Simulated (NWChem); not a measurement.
System: methanethiol (CH$_{4}$S); SMILES CS

NWChem input:

```
start job
memory heap 200 mb stack 900 mb global 1100 mb
geometry units angstroms noautoz
  C      0.007372     1.144073     0.000000
  S      0.073678    -0.666908     0.000000
  H     -0.485965     1.537229     0.899863
  H      1.050474     1.489261     0.000000
  H     -0.485965     1.537229    -0.899863
  H     -1.259317    -0.880595     0.000000
end
basis spherical
  * library sto-3g
end
dft
  xc b3lyp
  iterations 150
  mulliken
end
task dft energy
```

Excerpt of the output:

```
             Northwest Computational Chemistry Package (NWChem) 7.3.0
             --------------------------------------------------------

 CS  symmetry detected

                             Geometry "geometry" -> ""
                             -------------------------

 Output coordinates in angstroms (scale by  1.889725989 to convert to a.u.)

  No.       Tag          Charge          X              Y              Z
 ---- ---------------- ---------- -------------- -------------- --------------
    1 C                    6.0000     0.01180970     1.14875612     0.00000000
    2 S                   16.0000     0.06855391    -0.66254969     0.00000000
    3 H                    1.0000    -0.47944480     1.54451116     0.89986300
    4 H                    1.0000     1.05671955     1.48843237     0.00000000
    5 H                    1.0000    -0.47944480     1.54451116    -0.89986300
    6 H                    1.0000    -1.26555065    -0.86919632     0.00000000

 Effective nuclear repulsion energy (a.u.)      56.2440185353

      Symmetry information
      --------------------

 Group name             Cs
 Group number              2
 Group order               2
 No. of unique centers     5

                                 NWChem DFT Module
                                 -----------------

 Summary of "ao basis" -> "ao basis" (spherical)
 ------------------------------------------------------------------------------
       Tag                 Description            Shells   Functions and Types
 ---------------- ------------------------------  ------  ---------------------
 C                           sto-3g                  3        5   2s1p
 S                           sto-3g                  5        9   3s2p
 H                           sto-3g                  1        1   1s

      Symmetry analysis of basis
      --------------------------

        a'         14
        a"          4

            General Information
            -------------------
          SCF calculation type: DFT
          Wavefunction type:  closed shell.
          No. of atoms     :     6
          No. of electrons :    26
           Alpha electrons :    13
            Beta electrons :    13
          Charge           :     0
          Spin multiplicity:     1
          Use of symmetry is: on ; symmetry adaption is: on
          Maximum number of iterations: 150
          AO basis - number of functions:    18
                     number of shells:    12
          Convergence on energy requested:  1.00D-06
          Convergence on density requested:  1.00D-05
          Convergence on gradient requested:  5.00D-04

              XC Information
              --------------
                         B3LYP Method XC Potential
                     Hartree-Fock (Exact) Exchange  0.200
                        Slater Exchange Functional  0.800 local
                    Becke 1988 Exchange Functional  0.720 non-local
              Lee-Yang-Parr Correlation Functional  0.810
                  VWN I RPA Correlation Functional  0.190 local

             Grid Information
             ----------------
          Grid used for XC integration:  medium
          Radial quadrature: Mura-Knowles
          Angular quadrature: Lebedev.
          Tag              B.-S. Rad. Rad. Pts. Rad. Cut. Ang. Pts.
          ---              ---------- --------- --------- ---------
          C                   0.70       49           7.0       434
          S                   1.00       88           7.0       590
          H                   0.35       45           9.0       434
          Grid pruning is: on
          Number of quadrature shells:   272
          Spatial weights used:  Erf1

      Superposition of Atomic Density Guess
      -------------------------------------

 Sum of atomic energies:        -432.15672029

      Non-variational initial energy
      ------------------------------

 Total energy =    -432.217921
 1-e energy   =    -712.698202
 2-e energy   =     224.236263
 HOMO         =      -0.103233
 LUMO         =       0.381452

      Symmetry analysis of molecular orbitals - initial
      -------------------------------------------------

  Numbering of irreducible representations:

     1 a'          2 a"

  Orbital symmetries:

     1 a'          2 a'          3 a'          4 a'          5 a'
     6 a"          7 a'          8 a'          9 a'         10 a"
    11 a'         12 a'         13 a"         14 a'         15 a'
    16 a'         17 a'         18 a"

     ---------------------------------------------
      Total Density - Mulliken Population Analysis
     ---------------------------------------------

    Atom       Charge   Shell Charges
 -----------   ------   -------------------------------------------------------
    1 C    6     6.02   1.99  1.31  2.72
    2 S   16    16.20   2.00  2.00  5.97  1.84  4.40
    3 H    1     0.96   0.96
    4 H    1     0.96   0.96
    5 H    1     0.96   0.96
    6 H    1     0.90   0.90

   convergence    iter        energy       DeltaE   RMS-Dens  Diis-err
 ---------------- ----- ----------------- --------- --------- ---------
 d= 0,ls=0.0,diis     1   -433.7726992478 -4.90D+02  5.02D-02  2.04D-01
 d= 0,ls=0.0,diis     2   -433.7820886858 -9.39D-03  2.52D-02  1.44D-01
 d= 0,ls=0.0,diis     3   -433.8069154574 -2.48D-02  3.48D-03  2.74D-03
 d= 0,ls=0.0,diis     4   -433.8073354473 -4.20D-04  9.71D-04  1.63D-04
 d= 0,ls=0.0,diis     5   -433.8073702778 -3.48D-05  3.13D-05  1.21D-07
 d= 0,ls=0.0,diis     6   -433.8073703057 -2.79D-08  4.18D-06  1.51D-09

         Total DFT energy =     -433.807370305719
      One electron energy =     -711.990126921108
           Coulomb energy =      254.663029748387
    Exchange-Corr. energy =      -32.724291668334
 Nuclear repulsion energy =       56.244018535336

 Numeric. integr. density =       26.000002175108

                  Occupations of the irreducible representations
                  ----------------------------------------------

                     irrep           alpha         beta
                     --------     --------     --------
                     a'               10.0         10.0
                     a"                3.0          3.0

                       DFT Final Molecular Orbital Analysis
                       ------------------------------------

 Vector   11  Occ=2.000000D+00  E=-3.267492D-01  Symmetry=a'
              MO Center= -5.1D-02,  2.8D-01,  3.1D-16, r^2= 2.2D+00
   Bfn.  Coefficient  Atom+Function         Bfn.  Coefficient  Atom+Function
  ----- ------------  ---------------      ----- ------------  ---------------
     4      0.425785  1 C  py                18      0.404304  6 H  s
    13     -0.391131  2 S  py                16      0.352560  4 H  s
     3      0.279393  1 C  px                12     -0.271731  2 S  px
     9      0.137976  2 S  py                 8      0.098046  2 S  px
     2     -0.094931  1 C  s                 11     -0.092452  2 S  s

 Vector   12  Occ=2.000000D+00  E=-2.344282D-01  Symmetry=a'
              MO Center=  1.2D-01, -5.3D-01,  5.3D-16, r^2= 1.8D+00
   Bfn.  Coefficient  Atom+Function         Bfn.  Coefficient  Atom+Function
  ----- ------------  ---------------      ----- ------------  ---------------
    11      0.584104  2 S  s                 12      0.491510  2 S  px
    13     -0.447676  2 S  py                 4      0.339363  1 C  py
    18     -0.334462  6 H  s                  8     -0.166302  2 S  px
     9      0.150157  2 S  py                 7     -0.142612  2 S  s
     2     -0.138834  1 C  s                 15      0.134523  3 H  s

 Vector   13  Occ=2.000000D+00  E=-1.161932D-01  Symmetry=a"
              MO Center=  4.7D-02, -5.7D-01,  1.1D-17, r^2= 1.2D+00
   Bfn.  Coefficient  Atom+Function         Bfn.  Coefficient  Atom+Function
  ----- ------------  ---------------      ----- ------------  ---------------
    14      1.020471  2 S  pz                10     -0.317595  2 S  pz
    15     -0.157554  3 H  s                 17      0.157554  5 H  s
     5     -0.065669  1 C  pz

 Vector   14  Occ=0.000000D+00  E= 2.449472D-01  Symmetry=a'
              MO Center= -4.8D-02, -9.9D-02, -2.7D-17, r^2= 1.6D+00
   Bfn.  Coefficient  Atom+Function         Bfn.  Coefficient  Atom+Function
  ----- ------------  ---------------      ----- ------------  ---------------
    13      0.930013  2 S  py                 4      0.699145  1 C  py
     2     -0.567034  1 C  s                 18      0.436882  6 H  s
    12      0.403377  2 S  px                 9     -0.257233  2 S  py
    11      0.169959  2 S  s                 15      0.123457  3 H  s
    17      0.123457  5 H  s                  8     -0.110322  2 S  px

 Vector   15  Occ=0.000000D+00  E= 2.886454D-01  Symmetry=a'
              MO Center= -5.9D-01, -4.5D-01,  2.4D-17, r^2= 1.5D+00
   Bfn.  Coefficient  Atom+Function         Bfn.  Coefficient  Atom+Function
  ----- ------------  ---------------      ----- ------------  ---------------
    18      0.963447  6 H  s                 12      0.875423  2 S  px
    11     -0.670118  2 S  s                  4     -0.456063  1 C  py
    13     -0.312268  2 S  py                 2      0.249078  1 C  s
     8     -0.235203  2 S  px                16     -0.140465  4 H  s
     7      0.112990  2 S  s                  9      0.085193  2 S  py

 Vector   16  Occ=0.000000D+00  E= 4.416584D-01  Symmetry=a'
              MO Center=  2.6D-01,  1.3D+00,  1.6D-15, r^2= 1.4D+00
   Bfn.  Coefficient  Atom+Function         Bfn.  Coefficient  Atom+Function
  ----- ------------  ---------------      ----- ------------  ---------------
     3      1.081704  1 C  px                16     -0.965187  4 H  s
    15      0.489438  3 H  s                 17      0.489438  5 H  s
    12     -0.230848  2 S  px                18     -0.145840  6 H  s
     4     -0.070910  1 C  py                13     -0.068147  2 S  py
     8      0.061636  2 S  px                11      0.036412  2 S  s

     ---------------------------------------------
      Total Density - Mulliken Population Analysis
     ---------------------------------------------

    Atom       Charge   Shell Charges
 -----------   ------   -------------------------------------------------------
    1 C    6     6.31   1.99  1.25  3.07
    2 S   16    15.90   2.00  2.00  5.95  1.87  4.08
    3 H    1     0.92   0.92
    4 H    1     0.92   0.92
    5 H    1     0.92   0.92
    6 H    1     1.03   1.03

     -------------------------------------------
      Total Density - Lowdin Population Analysis
     -------------------------------------------

    Atom       Charge   Shell Charges
 -----------   ------   -------------------------------------------------------
    1 C    6     6.21   1.98  1.08  3.14
    2 S   16    15.87   2.00  2.00  5.93  1.80  4.15
    3 H    1     0.96   0.96
    4 H    1     0.95   0.95
    5 H    1     0.96   0.96
    6 H    1     1.05   1.05

     Multipole analysis of the density
     ---------------------------------

     L   x y z        total         alpha         beta         nuclear
     -   - - -        -----         -----         ----         -------
     0   0 0 0     -0.000000    -13.000000    -13.000000     26.000000

     1   1 0 0     -0.260421     -0.130211     -0.130211      0.000000
     1   0 1 0      0.250894      0.125447      0.125447     -0.000000
     1   0 0 1      0.000000      0.000000      0.000000      0.000000

     2   2 0 0    -13.182355    -12.401371    -12.401371     11.620387
     2   1 1 0      0.637555     -0.657060     -0.657060      1.951675
     2   1 0 1      0.000000      0.000000      0.000000      0.000000
     2   0 2 0    -13.788134    -47.395936    -47.395936     81.003737
     2   0 1 1      0.000000      0.000000      0.000000      0.000000
     2   0 0 2    -14.254476    -10.018920    -10.018920      5.783363
```

Level: B3LYP/STO-3G. Geometry: optimised at PBE0/def2-SVP. B3LYP is NWChem's, with the RPA form of VWN correlation.
